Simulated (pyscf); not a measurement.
PH₃ + H• → PH₂• + H₂ (hydrogen abstraction; doublet surface; H–P broken, H–H formed). Structures and frequencies: ωB97X-D3(BJ)/def2-SVP in PySCF. Energies in kcal/mol from the separated reactants.

```json
[
 {"level": "ωB97X-D3(BJ)/def2-TZVP", "barrier": "3.3", "reaction energy": "-19.8"},
 {"level": "PBE/def2-TZVP", "barrier": "…", "reaction energy": "-19.8"},
 {"level": "r²SCAN/def2-TZVP", "barrier": "-2.2", "reaction energy": "-22.9"},
 {"level": "B3LYP-D3(BJ)/def2-TZVP", "barrier": "…", "reaction energy": "…"},
 {"level": "M06-2X/def2-TZVP", "barrier": "3.8", "reaction energy": "-21.7"},
 {"level": "HF/def2-TZVP", "barrier": "8.9", "reaction energy": "-19.6"}
]
```

### Question
Some entries are withheld; supply them.

### Answer

- PBE/def2-TZVP, barrier: -0.6
- B3LYP-D3(BJ)/def2-TZVP, barrier: -1.0
- B3LYP-D3(BJ)/def2-TZVP, reaction energy: -23.4

At PBE, r²SCAN, B3LYP-D3(BJ) this geometry lies under the reactants; that is no barrier but a single point on another level's saddle; such a level's own saddle, if it has one, lies nearer that side and is low. This is the saddle that the search found; another between the same sides may lie lower. The angle at the transferred H is 168°.
